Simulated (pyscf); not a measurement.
## Insertion: `[Cl][GeH]` [singlet] + `[NH3]` -> `[NH2][GeH2][Cl]`

Gas phase, singlet surface, charge 0. Bonds broken: N4–H5. Bonds formed: Ge1–N4, Ge1–H5. PySCF, gas phase, ωB97X-D3(BJ)/def2-SVP geometries. MP2 and CC: frozen core, UHF for open shells. ΔMP2 is the change of the MP2 total energy from the triple- to the quadruple-zeta basis.

Transition state (Å):

```xyz
7

Ge    -0.1537     0.4035    -0.6590
Cl     1.8893    -0.2031    -0.1736
H     -0.4403     1.5983     0.2786
N     -1.3653    -0.9660     0.0711
H     -1.4317    -0.3976    -1.2929
H     -1.0775    -1.9254    -0.1179
H     -1.8996    -0.9121     0.9406
```

One imaginary mode, 1585i cm⁻¹; descent along it reached the two sides named, in the forms told below.

| bond | change | reactant side (Å) | saddle | product side |
|---|---|---|---|---|
| N4–H5 | breaks | 1.021 | 1.479 | 2.7 |
| Ge1–N4 | forms | 2.187 | 1.969 | 1.814 |
| Ge1–H5 | forms | 2.7 | 1.636 | 1.529 |

Electronic energies relative to the separated reactants (kcal/mol):

```
level                             barrier  reaction energy  reverse barrier
--------------------------------  -------  ---------------  ---------------
ωB97X-D3(BJ)/def2-TZVP               29.5            -33.8             63.4
PBE/def2-TZVP                        23.0            -26.6             49.6
r²SCAN/def2-TZVP                     22.1            -33.0             55.1
B3LYP-D3(BJ)/def2-TZVP               29.9            -26.6             56.5
PBE0-D3(BJ)/def2-TZVP                25.3            -31.9             57.2
M06-2X/def2-TZVP                     28.4            -33.4             61.8
ωB97M-D3(BJ)/def2-TZVP               32.0            -28.3             60.3
HF/def2-TZVP                         48.9            -29.7             78.6
MP2/def2-QZVPP                       25.7            -35.2             60.9
CCSD/def2-TZVPP                      32.5            -32.6             65.2
CCSD(T)/def2-TZVPP                   28.8            -33.1             61.9
CCSD(T)/def2-TZVPP + ΔMP2(QZVPP)     29.3            -31.6             60.9
```

With CCSD(T)/def2-TZVPP + ΔMP2(QZVPP) energies and thermal terms (ideal gas, 1 atm, RRHO with modes under 100 cm⁻¹ raised to 100, one conformer, R ln 2 for rigid chiral ones), in kcal/mol:

```tsv
T (K)	ΔH‡	ΔG‡	ΔH	ΔG
298	27.4	38.1	-31.5	-20.8
600	27.8	48.8	-30.8	-10.1
900	28.6	59.1	-29.5	0.0
1200	29.5	69.1	-28.2	+9.6
```

On the reactant side the descent ends in an adduct with a Ge–N contact, 26.2 kcal/mol under the separated species and 55.7 kcal/mol under the saddle at ωB97X-D3(BJ)/def2-TZVP. What is counted as formed (Ge–N) is already present as a longer contact in the reactant adduct; forming that adduct is a step of its own. One saddle was located; it need not be the lowest between these sides. The CCSD(T) − MP2 part came from Ansatz, without density fitting, on the same reference. The frozen core leaves the outer d or s,p core shells of the metals and heavy elements correlated in the MP2 and CC values, and def2-TZVPP describes them poorly, which can shift differences by a few kcal/mol. Elements up to Kr have no core potential and no relativistic terms here.
